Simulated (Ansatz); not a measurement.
Elastic constant C12 (GPa) of 31 elemental metals, computed with PBEsol (PAW; Ansatz, a quantum-chemistry and plane-wave program) and with r²SCAN (Ansatz, PAW). The set holds measured phases with no doubt noted on the run or the magnetic state but for the caveats below. 5 more of the class have both values but aren't in it, for one of these reasons: built or high-temperature cells, doubts on the run or the magnetic state, unlike cells, values of zero, layered or molecular crystals. Solids without a value at one level (not run, failed, or a magnetic order lost), or held back for tests, aren't counted.

Every twentieth of the way through the set, in order of the shift (worked out from unrounded values):

```json
[
 {"solid": "hcp Be", "PBEsol": "22.0", "r²SCAN": "18.6", "shift (%)": "-15.4"},
 {"solid": "fcc Au", "PBEsol": "164", "r²SCAN": "144", "shift (%)": "-12.1"},
 {"solid": "fcc Ag", "PBEsol": "105", "r²SCAN": "92.7", "shift (%)": "-12.1"},
 {"solid": "hcp Tl", "PBEsol": "34.1", "r²SCAN": "30.0", "shift (%)": "-12.0"},
 {"solid": "bcc Rb", "PBEsol": "2.77", "r²SCAN": "2.44", "shift (%)": "-11.7"},
 {"solid": "bcc K", "PBEsol": "3.51", "r²SCAN": "3.21", "shift (%)": "-8.7"},
 {"solid": "fcc Pd", "PBEsol": "184", "r²SCAN": "170", "shift (%)": "-7.4"},
 {"solid": "hcp Zn", "PBEsol": "48.2", "r²SCAN": "45.0", "shift (%)": "-6.5"},
 {"solid": "hcp Zr", "PBEsol": "68.9", "r²SCAN": "65.1", "shift (%)": "-5.5"},
 {"solid": "fcc Sr", "PBEsol": "10.7", "r²SCAN": "10.2", "shift (%)": "-5.0"},
 {"solid": "fcc Rh", "PBEsol": "208", "r²SCAN": "199", "shift (%)": "-4.1"},
 {"solid": "fcc Pt", "PBEsol": "252", "r²SCAN": "242", "shift (%)": "-3.8"},
 {"solid": "hcp Ru", "PBEsol": "203", "r²SCAN": "198", "shift (%)": "-2.8"},
 {"solid": "fcc Cu", "PBEsol": "147", "r²SCAN": "143", "shift (%)": "-2.7"},
 {"solid": "hcp Os", "PBEsol": "241", "r²SCAN": "237", "shift (%)": "-1.4"},
 {"solid": "hcp Ti", "PBEsol": "89.4", "r²SCAN": "89.1", "shift (%)": "-0.3"},
 {"solid": "fcc Ca", "PBEsol": "15.4", "r²SCAN": "15.5", "shift (%)": "+0.8"},
 {"solid": "hcp Mg", "PBEsol": "25.1", "r²SCAN": "26.0", "shift (%)": "+3.7"},
 {"solid": "double-hcp La", "PBEsol": "15.7", "r²SCAN": "16.5", "shift (%)": "+5.0"},
 {"solid": "fcc Al", "PBEsol": "67.9", "r²SCAN": "73.3", "shift (%)": "+7.9"},
 {"solid": "hcp Y", "PBEsol": "24.6", "r²SCAN": "29.1", "shift (%)": "+18.6"}
]
```

The shift from PBEsol to r²SCAN has a median of -4.1 %, and eight in ten lie between -12.1 % and +5.0 %; r²SCAN is the larger in 8 of 31. Each level is at its own cell, so the shift holds the change of volume too.

Ansatz's runs of these crystals have no spin polarisation. Meta-GGA and hybrid levels favour moments, which can bear on fcc Pd, hcp Sc, fcc Pt, hcp Ti, hcp Y, fcc Rh.

Spin–orbit coupling is left out, also for the solids with elements from indium on (fcc Pt, hcp Os, bcc Ba, double-hcp La, hcp Tl, fcc Ir, hcp Re, bcc Cs, fcc Pb, fcc Au); its size isn't shown.

Each level is taken at its own relaxed cell. Ansatz's density-functional and Hartree–Fock values are scalar-relativistic unless marked +SOC, with PAW data made under PBE.
